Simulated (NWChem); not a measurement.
Ionisation of C (-1)

```xyz
1

C      0.0000     0.0000     0.0000
```
Charge -1, spin multiplicity 4.

All runs are NWChem calculations.

Basis set: def2-TZVPD. The species with one electron less has spin multiplicity 3. Δ marks differences of total energies (open shells unrestricted). −ε marks an orbital energy of the parent. That orbital need not have the symmetry of the hole or added electron in the Δ rows.

The correlated methods keep 1 core orbital frozen. The stability of the SCF solutions was not checked. Open-shell Hartree-Fock references start from PBE0 orbitals.

Question: One of these methods gave a first vertical ionisation energy of 1.21 eV. Which?
A. G0W0@PBE
B. evGW@PBE
C. −ε(alpha HOMO) of HF
D. ΔB2PLYP

Answer: B, evGW@PBE. The others give 0.93 (ΔB2PLYP), 0.39 (G0W0@PBE), 1.81 (−ε(alpha HOMO) of HF).
